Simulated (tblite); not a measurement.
# FH4P: the cost of one run

Computed with tblite 0.8.0 and PySCF 2.14.0; each step states its level. No surroundings beyond the atoms listed, unless a continuum is named. Atoms count from 0, parts from 1.

## (1) Starting point

6 atoms, charge 0, multiplicity 1; geometry: rigid parts in contact. Parts: 1 = atoms 0–1, `F`, charge 0; 2 = atoms 2–5, `P`, charge 0.

## (2) Docking the parts with GFN2-xTB

The job: settings as JSON, then the geometry in Å.

```
{"job": {"kind": "dock", "xc": "GFN2-xTB", "basis": "xTB"}, "charge": 0, "multiplicity": 1, "parts": [{"atoms": "0-1", "charge": 0, "multiplicity": 1}, {"atoms": "2-5", "charge": 0, "multiplicity": 1}]}
F      0.466199    -0.000459    -0.005595
H     -0.466199     0.000459     0.005595
P     -0.628199     1.877249    -2.633475
H      0.127218     3.039887    -2.665110
H      0.350921     1.194682    -1.927282
H     -0.123855     1.450811    -3.852974
```

With the program's defaults for keys left out, this is: GFN2-xTB search for minima from random contacts, gas phase.

Launch:

```bash
OMP_NUM_THREADS=1 python cluster_run.py task.json out
```

One launch serves the whole session: the jobs run in the order shown.

Q: Estimate the wall time of this first job on 1 thread of Arm Neoverse V1, shared host.

About 2.1 s.
